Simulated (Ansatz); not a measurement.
One change: `CC#CC#CC1CC1` becomes `C#CC1CC1`.

Ansatz, PBE0-D4/def2-TZVP geometries, multiplicity 1. 

| property | `CC#CC#CC1CC1` |
| --- | --- |
| HOMO–LUMO gap (B3LYP/def2-TZVPP) / eV | 5.83 |
| HOMO–LUMO gap (PBE0/def2-TZVPP) / eV | 6.23 |
| size of the dipole moment (PBE/def2-TZVPP) / D | 0.34 |
| LUMO energy (PBE/def2-TZVPP) / eV | -1.08 |
| HOMO energy (PBE0/def2-TZVPP) / eV | -6.42 |
| LUMO energy (PBE0/def2-TZVPP) / eV | -0.19 |

Problem. Give the same properties after the change, and the shifts. (Estimate.)

Solution. Ansatz gave: 
```json
{"property": "HOMO–LUMO gap (B3LYP/def2-TZVPP) / eV", "`C#CC1CC1`": "7.59", "shift": "1.76"}
{"property": "HOMO–LUMO gap (PBE0/def2-TZVPP) / eV", "`C#CC1CC1`": "8.09", "shift": "1.86"}
{"property": "size of the dipole moment (PBE/def2-TZVPP) / D", "`C#CC1CC1`": "1.02", "shift": "0.68"}
{"property": "LUMO energy (PBE/def2-TZVPP) / eV", "`C#CC1CC1`": "-0.07", "shift": "1.01"}
{"property": "HOMO energy (PBE0/def2-TZVPP) / eV", "`C#CC1CC1`": "-7.20", "shift": "-0.78"}
{"property": "LUMO energy (PBE0/def2-TZVPP) / eV", "`C#CC1CC1`": "0.90", "shift": "1.09"}
```

With PBE0 the HOMO falls by 0.78 eV and the LUMO rises by 1.09 eV, so the gap widens by about 1.87 eV. PBE moves the HOMO by -0.66 eV and ωB97M-V by -0.94 eV. Dipoles are sizes alone; their direction can turn.

B3LYP here is the variant with VWN-RPA as its local correlation; programs differ in this.
